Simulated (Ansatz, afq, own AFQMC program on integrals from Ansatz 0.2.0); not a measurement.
# H2O⁺, doublet in 6-31G, levels against full CI

```xyz
3

O     0.0000   -0.0776    0.0185
H     0.0000    0.7317   -1.1325
H     0.0000    0.4998    0.8396
```

Basis 6-31G. Only valence electrons are correlated. Integrals, coupled cluster, full CI and functionals: Ansatz 0.2.0; the random walks run on the same integrals in our own AFQMC program. The CISD trial takes its coefficients from CCSD amplitudes. Released means that phaseless walkers are propagated on without the constraint, phases kept. ± is one standard error of the sampling.

Determinant: ROHF, the one that the program's search chose, which needn't be the lowest solution. The geometry is a point of a scan.

Full CI on the same integrals is exact in this basis and with this determinant's frozen core.

The T1 diagnostic is 0.0247. The weight of the determinant in the CISD state is 0.940 and the size of the correlated space is 7 electrons in 12 orbitals.

```csv
level,correlation energy (eV)
MP2,-2.8674
CCSD,-3.2694
CCSD(T),-3.3058
```

Problem. Estimate where full CI lies against CCSD(T) on the same integrals.

Solution. 1.3 kJ/mol below CCSD(T).

Reference: full CI, correlation energy -3.320 eV. The released energy is read at 2.40 1/Eh (meV from the phaseless value at times in 1/Eh: -3.8 ± 2.1 at 0.24, -5.8 ± 1.3 at 0.51, -7.9 ± 1.8 at 0.99, -5.8 ± 1.2 at 1.62, -4.8 ± 1.3 at 2.40).

```
         level  E − E(reference) (kJ/mol)  share of correlation (%)
       CCSD(T)                        1.3                     99.58
         CCSDT                        0.8                     99.75
      CCSDT(Q)                        0.0                     99.99
        CCSDTQ                        0.0                     99.99
   ph-AFQMC/HF                 -5.6 ± 2.6                    101.76
 ph-AFQMC/CISD                  0.8 ± 0.2                     99.76
released AFQMC                  0.3 ± 0.1                     99.91
```

CCSDT and higher add their correlation energy to the determinant of the CCSD(T) run, since their own runs factorise the integrals more tightly (a shift of under 2 meV). A walk keeps the symmetry of its determinant, which the program's search chose and which needn't be the lowest solution, so a lower state of the same spin and another symmetry isn't excluded. Released energies are given only where the last usable release times agree within the noise; a slower fall can still hide under it.
